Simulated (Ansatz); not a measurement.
# SiH₄S (triplet): wave-function methods side by side at distance Si1–H5 along a hydrogen transfer = 2.192 Å, cc-pVDZ

An exercise on one series of results from a longer session: the logs are not shown, and one member is left open.

Computed with Ansatz 0.2.0, Gaussian basis. Level: cc-pVDZ, core rule «outside noble gas», up to 10 orbitals frozen.

The runs, in order: UHF; CCSD(T) on ROHF; CCSD(T) on UHF; BCCD(T) on ROHF; CISD; CCSDT(Q) on ROHF; CCSDT(Q) on UHF; CASSCF and MRCISD+Q, 4 electrons in 4 orbitals; CASSCF and NEVPT2, 4 electrons in 4 orbitals.

11 further runs of the same task are left out: 1 for a mislabelled method, 7 that didn't finish, 3 set aside as unsound or not needed.

### What is computed

The geometry derives from fragments relaxed apart (PBE0/def2-TZVP) and kept rigid, so it is no stationary point. A hydrogen atom is moved between rigid fragments.

6 atoms, charge 0, spin multiplicity 3.

Atoms are counted from 1 here; the program's logs count them from 0.

Bond lengths: Si1–H2 1.485 Å, Si1–H3 1.485 Å, Si1–H4 1.485 Å, H5–S6 1.498 Å. Angles: H2–Si1–H3 109.5°, H2–Si1–H4 109.5°, H3–Si1–H4 109.5°.

The first run:

in.yaml

```yaml
crystal:
  periodic: [false, false, false]
  atoms:
    - {symbol: Si, position_ang: [-1.854607, 0.000000, 0.000000]}
    - {symbol: H, position_ang: [-2.349479, 1.399708, 0.000001]}
    - {symbol: H, position_ang: [-2.349478, -0.699854, 1.212183]}
    - {symbol: H, position_ang: [-2.349479, -0.699854, -1.212182]}
    - {symbol: H, position_ang: [0.337393, 0.000000, 0.000000]}
    - {symbol: S, position_ang: [1.835393, 0.000000, 0.000000]}
basis:
  gaussian: {orbitals: cc-pVDZ}
magnetization: {spin_polarized: true, initial_magnetization: 2}
hamiltonian: {xc: hf}
output: {orbitals: {seedname: orbitals}}
```

Run with:

```console
$ ansatz run in.yaml --threads 1 --pin off --events-out ev --progress --plain --max-ram 2393MiB
```

Among the steps run: UHF; CCSD(T) on ROHF; CCSD(T) on UHF; BCCD(T) on ROHF; CISD; CCSDT(Q) on ROHF; CCSDT(Q) on UHF; CASSCF and MRCISD+Q, 4 electrons in 4 orbitals; CASSCF and NEVPT2, 4 electrons in 4 orbitals.

One of the session's tables, all rows but one given; the rest of the session is left out.

```
       method  from UCCSDT(Q) (kJ/mol)
         ROHF                   +724.8
          UHF                   +704.4
         RMP2                   +143.0
         UMP2                   +144.2
         CISD                    +84.6
        RCCSD                    +18.3
        UCCSD                    +17.8
     RCCSD(T)                     +3.8
     UCCSD(T)                     +3.8
      BCCD(T)                     +3.7
       RCCSDT                     +0.8
       UCCSDT                     +0.7
    RCCSDT(Q)                      0.0
    UCCSDT(Q)                        0
  CASSCF pair                   +669.2
  NEVPT2 pair                   +136.3
  MRCISD pair                    +72.9
MRCISD+Q pair                        ?
```

Q: Estimate the row for MRCISD+Q pair from the others.

**Answer.** from UCCSDT(Q) (kJ/mol): +5.4. In the column «from UCCSDT(Q) (kJ/mol)» it lies between UCCSD(T) (+3.8) and UCCSD (+17.8).

Limits of these values: Restricted and unrestricted rows rest on different reference determinants; where their highest levels disagree by more than a few hundredths of an eV, they describe different states and don't form one ladder.
